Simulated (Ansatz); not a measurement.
in.yaml

```yaml
crystal:
  periodic: [false, false, false]
  atoms:
    - {symbol: Ge, position_ang: [0.044632, 0.000543, 0.782809]}
    - {symbol: Al, position_ang: [-0.120242, 0.008917, -1.868693]}
    - {symbol: H, position_ang: [-1.169612, -0.023509, -0.522033]}
    - {symbol: H, position_ang: [1.165477, -0.078774, -0.503819]}
    - {symbol: H, position_ang: [-0.063570, -1.500616, -2.692692]}
    - {symbol: H, position_ang: [0.069956, 1.325060, -2.673726]}
basis:
  gaussian: {orbitals: 6-31G}
magnetization: {spin_polarized: true, initial_magnetization: 1}
hamiltonian: {pseudopotentials: {relativity: none}}
correlation: {method: ccsd_t, electrons: valence}
accuracy: high
```

```sh
$ ansatz run in.yaml --threads 1 --pin off --events-out ev --progress --plain --max-ram 2393MiB
```

Log:

```
987 factors; integrals over basis functions are off by at most 4.2e-9 eV
mean field evaluation 1: about -63106.8070 eV, gradient 6.9e0 eV
mean field evaluation 2: about -63106.8719 eV, gradient 7.0e0 eV
mean field evaluation 4: about -63107.6133 eV, gradient 8.1e-1 eV
mean field evaluation 8: about -63107.6197 eV, gradient 3.2e-3 eV
mean field evaluation 16: about -63107.4535 eV, gradient 2.1e0 eV
mean field evaluation 32: about -63105.3220 eV, gradient 2.4e-2 eV
mean field evaluation 64: about -63105.3221 eV, gradient 3.0e-3 eV
mean field -63107.61973698 eV, -2319.1622494529 hartree, gradient 2.7e-8 eV, S^2 0.756668; 1 other end points of the search recorded, 0 dependent functions left out
determinant -63107.61973698 eV, -2319.1622494529 hartree, with singles and doubles -63114.70073772 eV, -2319.4224714306 hartree
determinant -63105.32211643 eV, -2319.0778134551 hartree, with singles and doubles -63112.61236367 eV, -2319.3457250999 hartree
14 core orbitals not correlated: weight in the atoms' cores, before any rotation towards them, 1.000 or more for the frozen orbitals, at most 0.000 for the correlated occupied ones
reference -63107.61973698 eV, -2319.1622494529 hartree; 11, 10 occupied and 25, 26 virtual orbitals, 987 factors
second order -6.62184758 eV of doubles, -0.00000000 eV of singles
cycle   1  -7.08038749 eV  change    6.1e-4 eV  update   4.7e-4
cycle   2  -7.08054115 eV  change   -1.5e-4 eV  update   3.0e-4
cycle   3  -7.08044353 eV  change    9.8e-5 eV  update   1.4e-4
cycle   4  -7.08041880 eV  change    2.5e-5 eV  update   4.9e-5
cycle   5  -7.08050467 eV  change   -8.6e-5 eV  update   2.1e-5
cycle   6  -7.08050519 eV  change   -5.1e-7 eV  update   1.2e-5
cycle   7  -7.08048489 eV  change    2.0e-5 eV  update   5.1e-6
cycle   8  -7.08048513 eV  change   -2.4e-7 eV  update   2.3e-6
cycle   9  -7.08048706 eV  change   -1.9e-6 eV  update   1.3e-6
cycle  10  -7.08048710 eV  change   -4.8e-8 eV  update   4.4e-7
cycle  11  -7.08048744 eV  change   -3.4e-7 eV  update   2.2e-7
cycle  12  -7.08048715 eV  change    2.9e-7 eV  update   1.2e-7
cycle  13  -7.08048715 eV  change    8.8e-9 eV  update   4.9e-8
cycle  14  -7.08048712 eV  change    3.0e-8 eV  update   2.7e-8
cycle  15  -7.08048663 eV  change    4.8e-7 eV  update   8.4e-8
cycle  16  -7.08048659 eV  change    4.6e-8 eV  update   2.8e-8
cycle  17  -7.08048657 eV  change    1.7e-8 eV  update   8.9e-9
cycle  18  -7.08048657 eV  change  -1.1e-10 eV  update   3.3e-9
cycle  19  -7.08048657 eV  change   -1.9e-9 eV  update   1.3e-9
perturbative correction -0.10545622 eV, -0.0038754447 hartree
Total energy: -63114.80567977 eV, -2319.4263279798 hartree
```

Ran on 1 thread of Arm Neoverse V1, shared host: 7.5 s wall, 0.17 GiB peak host memory.
